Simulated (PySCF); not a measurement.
Compound: methylsilane, CH₆Si.
Cartesian coordinates in Å at the GFN2-xTB level; atoms count from 1:
```xyz
8
CH6Si angstrom
C     -0.975   -0.115    0.016
Si     0.907    0.108   -0.021
H     -1.439    0.562    0.729
H     -1.248   -1.128    0.300
H     -1.415    0.082   -0.958
H      1.228    1.483   -0.413
H      1.494   -0.823   -0.987
H      1.458   -0.159    1.310
```

Theory: TDDFT CAM-B3LYP/def2-SVPD, vertical, gas phase, core orbitals frozen in the response in PySCF.

Ground-to-excited transition dipoles (e·a0, same axes as the geometry; the sign carries no meaning), for the states with f of 0.002 or more among the lowest 8:

| state | E (eV) | μx | μy | μz |
| --- | --- | --- | --- | --- |
| S1 | 8.491 | 0.616 | 0.071 | -0.013 |
| S2 | 8.778 | -0.019 | 0.101 | -0.264 |
| S3 | 8.780 | -0.025 | 0.263 | 0.101 |
| S4 | 9.321 | 0.044 | -0.252 | 0.549 |
| S5 | 9.322 | -0.048 | 0.547 | 0.257 |
| S6 | 9.422 | -0.066 | 0.089 | -0.289 |
| S7 | 9.423 | -0.121 | -0.305 | -0.091 |
| S8 | 9.438 | 1.186 | 0.102 | -0.052 |

Work out the oscillator strengths.

f = (2/3) ΔE |μ|² with ΔE in hartree (27.2114 eV).

```json
{"state": "S1", "|μ|² (au)": "0.385", "|μ| (D)": "1.58", "f": "0.080"}
{"state": "S2", "|μ|² (au)": "0.080", "|μ| (D)": "0.72", "f": "0.017"}
{"state": "S3", "|μ|² (au)": "0.080", "|μ| (D)": "0.72", "f": "0.017"}
{"state": "S4", "|μ|² (au)": "0.366", "|μ| (D)": "1.54", "f": "0.084"}
{"state": "S5", "|μ|² (au)": "0.367", "|μ| (D)": "1.54", "f": "0.084"}
{"state": "S6", "|μ|² (au)": "0.096", "|μ| (D)": "0.79", "f": "0.022"}
{"state": "S7", "|μ|² (au)": "0.116", "|μ| (D)": "0.86", "f": "0.027"}
{"state": "S8", "|μ|² (au)": "1.421", "|μ| (D)": "3.03", "f": "0.328"}
```

What angle do the transition dipoles of S1 and S8 make?

|cos θ| = |μa·μb| / (|μa| |μb|) = 1.00, so θ ≈ 2° (taken between 0 and 90°, since the signs are arbitrary).

What peak molar absorption coefficient would the strongest computed level give as a lone Gaussian band 0.5 eV wide at half height?

ε(max) = 2.175×10⁸ f / FWHM, with the width in cm⁻¹. S8: 2.175×10⁸ × 0.3285 / 4033 ≈ 18000 L mol⁻¹ cm⁻¹.

S2/S3, S4/S5 and S6/S7 coincide within about 0.01 eV; within a degenerate level the directions of the single components are arbitrary.

Without π bonds the low states may be Rydberg-like; a valence basis with one diffuse set may place them up to an eV too high.
